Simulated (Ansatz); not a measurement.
Boron trifluoride: measurement beside calculation (Ansatz, PBE0-D4/def2-TZVP geometry).

```xyz
4

F    -0.4567   -0.3345    1.1827
B     0.0000    0.0000    0.0000
F     1.2920    0.0207   -0.2221
F    -0.8354    0.3138   -0.9606
```

Enthalpy of formation at 298 K: -271.4 kcal/mol (zero for an element's reference state; older measured values of the G2 set, as listed by Staroverov and co-workers, J. Chem. Phys. 119, 12129, 2003). With their computed zero-point and thermal terms and the atoms' enthalpies of Curtiss and co-workers (1997) it gives an electronic atomization energy of 470.2 kcal/mol.

```
             level  atomization (kcal/mol)   error  error per bond
       LDA (SPW92)                   548.0    77.9            26.0
            PBE-D4                   482.5    12.3             4.1
         revPBE-D4                   464.3    -5.9            -2.0
           BLYP-D4                   470.6     0.4             0.1
         r2SCAN-D4                   472.7     2.6             0.9
            B97M-V                   470.4     0.2             0.1
           PBE0-D4                   466.9    -3.3            -1.1
          B3LYP-D4                   465.7    -4.5            -1.5
        r2SCANh-D4                   467.1    -3.0            -1.0
        r2SCAN0-D4                   459.0   -11.1            -3.7
          HSE06-D4                   467.5    -2.7            -0.9
          BHLYP-D4                   446.0   -24.2            -8.1
      CAM-B3LYP-D4                   472.9     2.7             0.9
           ωB97X-V                   466.7    -3.5            -1.2
           ωB97M-V                   470.0    -0.2            -0.1
            B2PLYP                   467.2    -3.0            -1.0
          PBE-QIDH                   467.0    -3.2            -1.1
               PBE                   481.5    11.3             3.8
            revPBE                   460.7    -9.5            -3.2
              BLYP                   468.4    -1.8            -0.6
            r2SCAN                   472.5     2.3             0.8
              PBE0                   466.2    -4.0            -1.3
             B3LYP                   464.2    -6.0            -2.0
           r2SCANh                   466.9    -3.3            -1.1
           r2SCAN0                   458.8   -11.4            -3.8
             HSE06                   466.8    -3.4            -1.1
             BHLYP                   445.0   -25.2            -8.4
         CAM-B3LYP                   472.1     1.9             0.6
           LC-ωPBE                   472.2     2.0             0.7
RPA@PBE/def2-TZVPP                   421.5   -48.7           -16.2
     HF/def2-TZVPP                   361.6  -108.6           -36.2
    MP2/def2-TZVPP                   484.9    14.7             4.9
SCS-MP2/def2-TZVPP                   469.2    -1.0            -0.3
   CCSD/def2-TZVPP                   450.4   -19.7            -6.6
CCSD(T)/def2-TZVPP                   458.0   -12.2            -4.1
     HF/def2-QZVPP                   362.6  -107.6           -35.9
    MP2/def2-QZVPP                   491.4    21.2             7.1
SCS-MP2/def2-QZVPP                   476.1     5.9             2.0
   CCSD/def2-QZVPP                   456.6   -13.5            -4.5
CCSD(T)/def2-QZVPP                   464.8    -5.4            -1.8
      HF/CBS(def2)                   362.8  -107.4           -35.8
     MP2/CBS(def2)                   495.6    25.4             8.5
    CCSD/CBS(def2)                   460.6    -9.6            -3.2
 CCSD(T)/CBS(def2)                   469.2    -1.0            -0.3
```

Functionals use def2-TZVPP; B3LYP here is the variant with VWN-RPA as its local correlation; programs differ in this. The calculations leave out spin–orbit coupling, scalar relativity and, for the correlated methods, core correlation; together these are worth up to about 1 kcal/mol a heavy atom. HSE06 is defined as in plane-wave codes. CBS extrapolates def2-TZVPP and def2-QZVPP. T1 = 0.014.
